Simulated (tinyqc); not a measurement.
Inside a calculation. Method: LCCD on RHF in the sto-3g basis, for HF, spin multiplicity 1. One step of it, computed by the program tinyqc.

Problem. LCCD: starting amplitudes. t_ij^ab = <ij||ab> / (e_i + e_j - e_a - e_b), whose energy is MP2.

orbital energies (hartree): MO1 -25.918043, MO2 -1.427124, MO3 -0.522135, MO4 -0.462150, MO5 -0.462150, MO6 0.445264

Two-electron integrals over orbitals (pq|rs), unique and non-zero (hartree):
```
(11|11) 5.363827    (21|11) -0.516376   (21|21) 0.078426    (22|11) 1.221551
(22|21) -0.021839   (22|22) 0.864809    (31|11) 0.122738    (31|21) -0.017725
(31|22) 0.008748    (31|31) 0.019148    (32|11) -0.132991   (32|21) 0.006348
(32|22) -0.040247   (32|31) 0.020704    (32|32) 0.145187    (33|11) 0.927769
(33|21) -0.009229   (33|22) 0.717164    (33|31) -0.003151   (33|32) -0.025097
(33|33) 0.707364    (41|41) 0.029557    (42|41) 0.039775    (42|42) 0.186599
(43|41) -0.008630   (43|42) -0.033697   (43|43) 0.039438    (44|11) 1.264019
(44|21) -0.014871   (44|22) 0.889041    (44|31) 0.003599    (44|32) -0.072572
(44|33) 0.706278    (44|44) 0.997514    (51|51) 0.029557    (52|51) 0.039775
(52|52) 0.186599    (53|51) -0.008630   (53|52) -0.033697   (53|53) 0.039438
(54|54) 0.053770    (55|11) 1.264019    (55|21) -0.014871   (55|22) 0.889041
(55|31) 0.003599    (55|32) -0.072572   (55|33) 0.706278    (55|44) 0.889973
(55|55) 0.997514    (61|11) 0.128553    (61|21) -0.020672   (61|22) 0.002141
(61|31) -0.011087   (61|32) -0.024043   (61|33) 0.007887    (61|44) 0.003658
(61|55) 0.003658    (61|61) 0.021868    (62|11) -0.187399   (62|21) 0.004637
(62|22) -0.102603   (62|31) -0.020025   (62|32) -0.066572   (62|33) -0.026116
(62|44) -0.100755   (62|55) -0.100755   (62|61) 0.017956    (62|62) 0.092621
(63|11) -0.398451   (63|21) 0.006770    (63|22) -0.211369   (63|31) 0.001724
(63|32) 0.088596    (63|33) -0.104008   (63|44) -0.227961   (63|55) -0.227961
(63|61) -0.005521   (63|62) 0.044828    (63|63) 0.211818    (64|41) -0.008357
(64|42) -0.033792   (64|43) -0.019863   (64|64) 0.029959    (65|51) -0.008357
(65|52) -0.033792   (65|53) -0.019863   (65|65) 0.029959    (66|11) 0.858333
(66|21) -0.009087   (66|22) 0.655081    (66|31) 0.012246    (66|32) 0.055221
(66|33) 0.659623    (66|44) 0.635372    (66|55) 0.635372    (66|61) -0.008291
(66|62) -0.059379   (66|63) -0.021714   (66|66) 0.691984
```

Give: Starting amplitudes; correlation energy.

Solution.

Starting amplitudes (spin orbitals 1a, 1b, ...; amplitudes related by a flip of all spins are not repeated):
```
from      to          t
3a 3b  6a 6b     -0.109
2a 2b  6a 6b     -0.025
5a 5b  6a 6b     -0.017
4a 4b  6a 6b     -0.017
2a 3b  6a 6b     -0.016
1a 2b  6a 6b  -6.36e-04
1a 1b  6a 6b  -4.15e-04
1a 3b  6a 6b   2.02e-04
```

correlation energy = -0.02792 hartree
